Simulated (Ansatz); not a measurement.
C2H7NO, SMILES `COCN`, relaxed with RKS PBE-D4/def2-SVP in Ansatz from a rough embedded geometry. The force threshold is 0.03 eV/Å; the program also tests the step.

Total charge 0; spin multiplicity 1.

Start:

```xyz
11

C     1.273    1.069   -0.135
O    -0.055    0.738   -0.396
C    -0.376   -0.503    0.266
N    -1.810   -0.784    0.113
H     1.471    2.033   -0.651
H     1.498    1.217    0.918
H     1.959    0.343   -0.560
H     0.181   -1.335   -0.218
H    -0.109   -0.455    1.320
H    -1.966   -1.761    0.192
H    -2.067   -0.562   -0.850
```

(1) How much energy does the relaxation release, and in how many steps? (An estimate is asked.)

(2) Which bonds change most? (An estimate is asked.)

(3) Give the relaxed structure. (An estimate is asked.)

Results:

(1) Ansatz gave: 0.25 eV, in 10 steps, 1 of them rejected.

(2) The calculation gave: C3–N4 from 1.469 to 1.433 Å; C1–H7 from 1.086 to 1.121 Å; C1–H6 from 1.087 to 1.120 Å; C3–H9 from 1.089 to 1.121 Å.

(3) Ansatz gave: 
```xyz
11

C     1.289    1.106   -0.123
O    -0.079    0.822   -0.245
C    -0.400   -0.491    0.181
N    -1.787   -0.738   -0.077
H     1.455    2.137   -0.490
H     1.646    1.050    0.937
H     1.929    0.408   -0.722
H     0.308   -1.206   -0.331
H    -0.212   -0.599    1.281
H    -2.195   -1.382    0.605
H    -1.953   -1.109   -1.017
```
